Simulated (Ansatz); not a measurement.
A geometry relaxed with B3LYP-D3(BJ)/def2-TZVP (Ansatz, an electronic-structure program), charge 0, multiplicity 1:

```xyz
9

H      2.2931    -0.5468    -0.0318
H     -1.5143     0.8511    -0.8269
H      0.2463    -0.9591    -1.2597
C      1.3555    -0.1069     0.2830
H     -1.0452     0.8698     0.8804
C     -1.1086     0.2450    -0.0116
H     -1.8347    -0.5509     0.1779
H      1.3821     0.5206     1.1671
C      0.2258    -0.3228    -0.3784
```

Question: Write the SMILES of this molecule.

Answer: `C=CC`
